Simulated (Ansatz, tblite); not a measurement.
**The cluster Ag6−: a ladder of methods and basis sets**

How do method and basis change the picture of the cluster Ag6− (doublet)?

Program: Ansatz 0.2.0, Gaussian basis. Level of theory: as each input shows. These are calculated values, not measurements.

Levels to be run: GFN1-xTB, GFN2-xTB, PBE-D4/def2-TZVPD, r2SCAN-D4/def2-TZVPD, ωB97M-V/def2-TZVPD, LDA/def2-TZVPD, BLYP-D4/def2-TZVPD, PBE-D4/def2-SVPD, PBE0-D4/def2-SVPD, MP2/def2-TZVPD, RPA/def2-TZVPD.

2 further runs of the same task are left out: 2 set aside as unsound or not needed.

### Step 1. The relaxed structure

The geometry is that of the doublet, from an earlier relaxation (PBE0-D4/def2-SVPD). At that level it is the lowest of the isomers that a small search found.

6 atoms, charge -1, spin multiplicity 2.

Bond lengths: Ag1–Ag2 2.854 Å, Ag1–Ag3 2.718 Å, Ag1–Ag5 2.880 Å, Ag1–Ag6 2.856 Å, Ag2–Ag3 2.856 Å, Ag2–Ag4 2.757 Å, Ag2–Ag5 2.757 Å, Ag2–Ag6 2.876 Å, Ag3–Ag4 2.879 Å, Ag3–Ag6 2.854 Å, Ag4–Ag6 2.757 Å, Ag5–Ag6 2.756 Å. Angles: Ag2–Ag1–Ag3 61.6°, Ag2–Ag1–Ag5 57.5°, Ag2–Ag1–Ag6 60.5°, Ag3–Ag1–Ag5 108.0°, Ag3–Ag1–Ag6 61.5°, Ag5–Ag1–Ag6 57.4°, Ag1–Ag2–Ag3 56.9°, Ag1–Ag2–Ag4 107.7°, Ag1–Ag2–Ag5 61.7°, Ag1–Ag2–Ag6 59.8°, Ag3–Ag2–Ag4 61.7°, Ag3–Ag2–Ag5 107.7°, Ag3–Ag2–Ag6 59.7°, Ag4–Ag2–Ag5 109.5°, Ag4–Ag2–Ag6 58.6°, Ag5–Ag2–Ag6 58.5°, Ag1–Ag3–Ag2 61.5°, Ag1–Ag3–Ag4 108.1° and more.

Ag takes a core potential in the def2 sets. No spin-orbit coupling is included. The ion is computed in the gas phase, without counter-ions or solvent.

PBE0-D4/def2-TZVPD was run before; its log isn't repeated, and its numbers join the tables.

### Step 2. GFN1-xTB

Tight binding, by tblite at 300 K electronic temperature and without a spin-polarisation term:

```python
tblite.interface.Calculator('GFN1-xTB', numbers, positions, charge=-1, uhf=1).singlepoint()
```

Energy -631.6044 eV; 0.014 s.

### Step 3. GFN2-xTB

Tight binding, by tblite at 300 K electronic temperature and without a spin-polarisation term:

```python
tblite.interface.Calculator('GFN2-xTB', numbers, positions, charge=-1, uhf=1).singlepoint()
```

Energy -646.5249 eV; 0.034 s.

### Step 4. PBE-D4/def2-TZVPD

start.molden holds the orbitals of an earlier run on this state, given as this run's starting guess.

File in.yaml:

```yaml
crystal:
  periodic: [false, false, false]
  atoms:
    - {symbol: Ag, position_ang: [1.397009, -1.459409, -0.567580]}
    - {symbol: Ag, position_ang: [0.841273, 1.027652, 0.717412]}
    - {symbol: Ag, position_ang: [0.221898, 0.513132, -2.022428]}
    - {symbol: Ag, position_ang: [-1.547565, 1.973386, -0.282351]}
    - {symbol: Ag, position_ang: [0.393746, -1.299020, 2.127701]}
    - {symbol: Ag, position_ang: [-1.306362, -0.755740, 0.027246]}
basis:
  gaussian: {orbitals: def2-TZVPD, initial_orbitals: start.molden}
total_charge: -1
magnetization: {spin_polarized: true, initial_magnetization: 1}
hamiltonian: {xc: pbe, dispersion: d4}
scf: {omitted_lower_state_checks: [starts]}
output: {orbitals: {seedname: orbitals}}
```

On the command line:

```
$ ansatz run in.yaml --threads 4 --pin off --events-out ev --progress --plain --max-ram 8704MiB
```

The runs that follow: r2SCAN-D4/def2-TZVPD; ωB97M-V/def2-TZVPD; LDA/def2-TZVPD; BLYP-D4/def2-TZVPD; PBE-D4/def2-SVPD; PBE0-D4/def2-SVPD; MP2/def2-TZVPD; RPA/def2-TZVPD.

Q: Predict the results of all the runs planned. Wanted: gap in def2-TZVPD, named functionals, smallest and largest; correlation energy, MP2/def2-TZVPD; ⟨S²⟩ in def2-TZVPD, named functionals, smallest and largest; PBE0 total energy, smallest basis above largest.

The runs gave:

```
                                                   quantity                                 value
 gap in def2-TZVPD, named functionals, smallest and largest  0.26 eV (BLYP-D4), 4.15 eV (ωB97M-V)
                         correlation energy, MP2/def2-TZVPD                             -82.32 eV
⟨S²⟩ in def2-TZVPD, named functionals, smallest and largest                          0.752, 0.760
            PBE0 total energy, smallest basis above largest       5.99 eV (def2-SVPD, def2-TZVPD)
```

**Reading.** Orbital gaps of the named functionals in def2-TZVPD span 0.26 eV (BLYP-D4) to 4.15 eV (ωB97M-V); exact exchange widens it. Over the named functionals in def2-TZVPD spin contamination reaches 0.01 (r2SCAN-D4), which is small.
